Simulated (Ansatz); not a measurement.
This geometry of CH₃SSi (6 atoms, charge 0, multiplicity 2) is a first-order saddle point.

Method: UKS BLYP/def2-SVPD in Ansatz.

```xyz
6
Properties=species:S:1:pos:R:3
Si -0.839 0.331 -0.611
C 0.282 -0.186 0.589
S 1.288 -0.332 1.985
H -1.269 -0.638 -1.658
H -0.997 1.773 -0.972
H 1.535 -0.948 0.667
```

(1) Which two structures does it join? (They come from a converged band through this point; their orientation in space is the band's.)

(2) How far does it lie above each of them?

Results:

(1) Bonds broken: S3–H6. Bonds formed: C2–H6.

First end point:

```xyz
6
Properties=species:S:1:pos:R:3
Si -0.853 0.374 -0.782
C 0.210 -0.405 0.304
S 1.037 -0.413 1.776
H -1.583 -0.422 -1.806
H -1.042 1.855 -0.889
H 2.231 -0.990 1.396
```

Last end point:

```xyz
6
Properties=species:S:1:pos:R:3
Si -0.600 0.234 -0.610
C 0.605 -0.384 0.575
S 1.140 0.509 1.907
H -0.992 -0.560 -1.814
H -1.160 1.605 -0.473
H 1.007 -1.404 0.414
```

(2) 26.1 kcal/mol above the first and 56.5 kcal/mol above the second. This is the barrier of this one path; another mechanism may lie lower.

Time of the run: 4.4 min on 2 threads of Arm Neoverse V2, on a shared host, peak memory 0.21 GiB.
